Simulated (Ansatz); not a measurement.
# Barium, bcc under LDA: convergence with the plane-wave cutoff

Aim: find which plane-wave cutoff is enough for energy and pressure. The geometry was relaxed under LDA beforehand and stays fixed; 9 values are run, from 150 to 800 eV. Wanted are the values from which on the energy stays within 10 and 1 meV/atom, and the pressure within 0.5 GPa, of the last run. Within the series other settings stay, but some runs also write fields, which adds to their time. Spin polarisation is left out.

Program: Ansatz 0.2.0. Level of theory: DFT LDA, plane waves with PAW, scalar-relativistic. These are calculated values, not measurements.

## Step 1: The structure to begin with

Symmetry: Im-3m, No. 229, cubic system. Conventional cell: a = 4.758 Å, b = 4.758 Å, c = 4.758 Å, α = 90.00°, β = 90.00°, γ = 90.00°. Ba (site symmetry m-3m) has 8 Ba at 4.12 Å as nearest neighbours.

Structure file:

```
Ba
1.0
    -2.37894    2.37894    2.37894
     2.37894   -2.37894    2.37894
     2.37894    2.37894   -2.37894
Ba
1
Direct
  0.00000 0.00000 0.00000
```

## Step 2: A run at the usual settings, for scale

input.yaml

```yaml
crystal:
  lattice:
    - [-2.3789385306, 2.3789385306, 2.3789385306]
    - [2.3789385306, -2.3789385306, 2.3789385306]
    - [2.3789385306, 2.3789385306, -2.3789385306]
  atoms:
    - { symbol: Ba, position: [0.0, 0.0, 0.0] }
hamiltonian:
  xc: lda
  pseudopotentials:
    kind: paw
    azcp:
      Ba: "pseudopotentials/Ba.paw.azcp"
basis:
  ecutwfc: 420
  fft_grid_basis: typed
kpoints:
  mp_grid: { grid: [15, 15, 15], shift: [0, 0, 0] }
magnetization:
  spin_polarized: false
scf:
  occupations: { method: fermi_dirac, width: 0.1 }
  lower_state_search: "off"
output:
  stress: true
```

Command:

```sh
$ ansatz run input.yaml --threads 2 --pin off --max-ram 5120MiB --backend cpu --events-out ev --progress --plain --runs-dir out
```

## Step 3: With a cutoff of 150 eV

The run at 150 eV.

Changes to input.yaml since step 2:

```diff
@@ -14,6 +14,6 @@
 basis:
-  ecutwfc: 420
+  ecutwfc: 150
   fft_grid_basis: typed
 kpoints:
-  mp_grid: { grid: [15, 15, 15], shift: [0, 0, 0] }
+  mp_grid: { grid: [9, 9, 9], shift: [0, 0, 0] }
 magnetization:
@@ -25 +25,5 @@
   stress: true
+  write_density: true
+  write_potential: true
+  elf: true
+  volumetric_format: npy
```

## Step 4: With a cutoff of 200 eV

The run at 200 eV.

Changes to input.yaml since step 3:

```diff
@@ -14,3 +14,3 @@
 basis:
-  ecutwfc: 150
+  ecutwfc: 200
   fft_grid_basis: typed
```

## Step 5: With a cutoff of 250 eV

The run at 250 eV.

Changes to input.yaml since step 4:

```diff
@@ -14,3 +14,3 @@
 basis:
-  ecutwfc: 200
+  ecutwfc: 250
   fft_grid_basis: typed
@@ -25,5 +25 @@
   stress: true
-  write_density: true
-  write_potential: true
-  elf: true
-  volumetric_format: npy
```

## Step 6: With a cutoff of 300 eV

The run at 300 eV.

Changes to input.yaml since step 5:

```diff
@@ -14,3 +14,3 @@
 basis:
-  ecutwfc: 250
+  ecutwfc: 300
   fft_grid_basis: typed
```

## Step 7: With a cutoff of 350 eV

The run at 350 eV.

Changes to input.yaml since step 6:

```diff
@@ -14,3 +14,3 @@
 basis:
-  ecutwfc: 300
+  ecutwfc: 350
   fft_grid_basis: typed
```

## Step 8: With a cutoff of 420 eV

The run at 420 eV.

Changes to input.yaml since step 7:

```diff
@@ -14,3 +14,3 @@
 basis:
-  ecutwfc: 350
+  ecutwfc: 420
   fft_grid_basis: typed
```

## Step 9: With a cutoff of 500 eV

The run at 500 eV.

Changes to input.yaml since step 8:

```diff
@@ -14,3 +14,3 @@
 basis:
-  ecutwfc: 420
+  ecutwfc: 500
   fft_grid_basis: typed
```

## Step 10: With a cutoff of 600 eV

The run at 600 eV.

Changes to input.yaml since step 9:

```diff
@@ -14,3 +14,3 @@
 basis:
-  ecutwfc: 500
+  ecutwfc: 600
   fft_grid_basis: typed
```

## Step 11: With a cutoff of 800 eV

The run at 800 eV.

Changes to input.yaml since step 10:

```diff
@@ -14,3 +14,3 @@
 basis:
-  ecutwfc: 600
+  ecutwfc: 800
   fft_grid_basis: typed
@@ -25 +25,5 @@
   stress: true
+  write_density: true
+  write_potential: true
+  elf: true
+  volumetric_format: npy
```

(Steps that only read results are left out.)

Q: Predict the outcome of this session.

**Answer**, as computed:

```
                                                                   quantity                                value
                                E(σ → 0) stays within 10 meV/atom of 800 eV                       from 350 eV on
                                           E(σ → 0) stays within 1 meV/atom                       from 420 eV on
                                              pressure stays within 0.5 GPa                       from 150 eV on
                                                         pressure at 800 eV                            -0.02 GPa
                                            CPU time, dearest over cheapest                                  4.8
run at the usual settings (mesh 15×15×15 against the series' 9×9×9, 420 eV)  -0.6 meV/atom from 800 eV, 0.00 GPa
```

**Reading.** The far end, 150 eV, lies +2082 meV/atom and +0.3 GPa from the yardstick. Each step up in cutoff lowers the energy. 1 meV/atom is reached at 420 eV; energy differences often converge earlier, as errors cancel. The cell taken over is 14 % smaller than the measured one (62.50 Å³/atom, COD), which weighs on all values here.
